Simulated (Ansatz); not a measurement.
How methods differ on BH2Cl (SMILES [H]B([H])Cl)

The species is BH2Cl (4 atoms), meant as a singlet with charge 0. SMILES: `[H]B([H])Cl`. The shape is that of a GFN2-xTB optimisation.

```tsv
atom	x (Å)	y (Å)	z (Å)
B	0.0693	0.1144	-0.0004
H	1.2401	0.0707	0.0155
H	-0.5121	1.1316	-0.0190
Cl	-0.7973	-1.3167	0.0038
```

Each level gives the energy change with the B1–H3 bond stretched from 1.172 to 2.344 Å (eV). The values are calculated.

| level | kind | program | value (eV) | less FCI/STO-3G | CPU time (all runs) |
| --- | --- | --- | --- | --- | --- |
| HF/STO-3G (restricted) | Hartree–Fock | Ansatz | 7.20 | +2.57 | 0.14 s |
| SVWN5/STO-3G (restricted) | LDA | Ansatz | 5.37 | +0.74 | 0.93 s |
| r2SCAN/STO-3G (restricted) | meta-GGA | Ansatz | 5.51 | +0.88 | 3.4 s |
| B3LYP/STO-3G (restricted) | global hybrid | Ansatz | 5.55 | +0.92 | 1.5 s |
| wB97M-V/STO-3G (restricted) | range-separated hybrid | Ansatz | 5.88 | +1.25 | 20 s |
| wB97X/STO-3G (restricted) | range-separated hybrid | Ansatz | 6.06 | +1.43 | 6 s |
| MP2/STO-3G (restricted) | perturbation theory | Ansatz | 5.80 | +1.17 | 0.17 s |
| CCSDT/STO-3G (restricted) | coupled cluster or CI | Ansatz | 4.64 | +0.01 | 0.32 s |
| CCSDTQ/STO-3G (restricted) | coupled cluster or CI | Ansatz | 4.63 | 0.00 | 3.2 s |
| FCI/STO-3G | exact in the basis | Ansatz | 4.63 | 0.00 | 0.63 s |

FCI/STO-3G is exact within its basis and frozen core, so for wave-function methods in that basis the difference is their error; functionals converge differently with the basis, so for them it is only a difference. Spin-restricted single references rise too steeply as a bond breaks, Hartree–Fock most of all. Perturbation and coupled-cluster corrections on them can overshoot downwards. The first shape isn't each level's own minimum. The values span 4.63 to 7.20 eV. All rows use very small basis sets, so even the best lies far from the true value. CPU times are rough (shared hosts, several kinds of processor): they show what a rung costs within a factor of a few.
